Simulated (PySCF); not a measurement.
nitrogen (N2), SMILES N#N. Atoms are numbered in the order given.

```xyz
2

N      0.0000     0.0000    -0.5447
N      0.0000     0.0000     0.5447
```

Geometry optimised at PBE0-D3(BJ)/def2-TZVPD.

Computed with TDA-ωB97X/def2-TZVPD in PySCF 2.14.0.

Vertical excitations; the highest root listed may be one member of a degenerate set. The molecule is in vacuum. State labels are in the subgroup D2h.

```
state  symmetry  energy (eV)  λ (nm)      f                                   main pairs
-----  --------  -----------  ------  -----  -------------------------------------------
S1           Au         9.52     130  0.000         HOMO−1→LUMO+1 49 %, HOMO−2→LUMO 49 %
S2          B2g         9.70     128  0.000                   HOMO→LUMO (degenerate set)
S3          B3g         9.70     128  0.000                 HOMO→LUMO+1 (degenerate set)
S4           Au        10.00     124  0.000  HOMO−2→LUMO, HOMO−1→LUMO+1 (degenerate set)
S5          B1u        10.00     124  0.000  HOMO−2→LUMO+1, HOMO−1→LUMO (degenerate set)
S6           Ag        13.39      93  0.000                             HOMO→LUMO+2 98 %
S7          B2u        13.81      90  0.143               HOMO−2→LUMO+2 (degenerate set)
S8          B3u        13.81      90  0.143               HOMO−1→LUMO+2 (degenerate set)
S9          B1u        13.85      90  0.520                             HOMO→LUMO+3 80 %
S10         B2u        14.39      86  0.131                           HOMO−3→LUMO+1 94 %
T1          B1u         7.83     158      0         HOMO−2→LUMO+1 48 %, HOMO−1→LUMO 48 %
T2          B3g         8.10     153      0                 HOMO→LUMO+1 (degenerate set)
T3          B2g         8.10     153      0                   HOMO→LUMO (degenerate set)
T4           Au         8.61     144      0         HOMO−1→LUMO+1 49 %, HOMO−2→LUMO 49 %
```
Triplets are in the Tamm–Dancoff approximation.
